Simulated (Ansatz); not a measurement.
# Al2H4S: the cost of one run

Method: RKS B3LYP-D4/def2-SVP, in Ansatz 0.2.0.

## Step 1: The starting structure

Bond lengths: Al1–S2 2.169 Å, S2–Al3 2.169 Å, Al1–H4 1.535 Å, Al1–H5 1.535 Å, Al3–H6 1.535 Å, Al3–H7 1.535 Å. Angles: Al1–S2–Al3 159.3°, S2–Al1–H4 119.8°, S2–Al1–H5 119.7°, H4–Al1–H5 120.5°, S2–Al3–H6 119.7°, S2–Al3–H7 119.9°, H6–Al3–H7 120.3°.

Coordinates:

```xyz
7

Al   -1.8049    0.4805   -1.0327
S    -0.2039   -0.2239    0.2498
Al    1.8010   -0.4842    1.0365
H    -2.2010   -0.3320   -2.2729
H    -2.5797    1.7496   -0.6531
H     2.2985    0.4269    2.1667
H     2.6901   -1.6169    0.5057
```

## Step 2: Relaxing end A

input.yaml reads:

```yaml
crystal:
  periodic: [false, false, false]
  atoms:
    - { symbol: Al, position_ang: [-1.80491, 0.48049, -1.03272] }
    - { symbol: S, position_ang: [-0.20392, -0.22393, 0.24982] }
    - { symbol: Al, position_ang: [1.80099, -0.48416, 1.03649] }
    - { symbol: H, position_ang: [-2.20102, -0.33195, -2.27291] }
    - { symbol: H, position_ang: [-2.57971, 1.74957, -0.65313] }
    - { symbol: H, position_ang: [2.29852, 0.42685, 2.16674] }
    - { symbol: H, position_ang: [2.69007, -1.61687, 0.50571] }
basis:
  gaussian: { orbitals: def2-SVP }
hamiltonian:
  xc: b3lyp
  dispersion: d4
relax:
  f_tol: 0.015
  max_steps: 40
output:
  orbitals: {}
```

Launch:

```
ansatz run input.yaml --threads 1 --pin off --max-ram 2048MiB --backend cpu --events-out ev --progress --plain --runs-dir out
```

Q: Estimate wall time and peak memory on 1 thread of Arm Neoverse V1, shared host.

About 50 s, with a peak of 0.14 GiB.
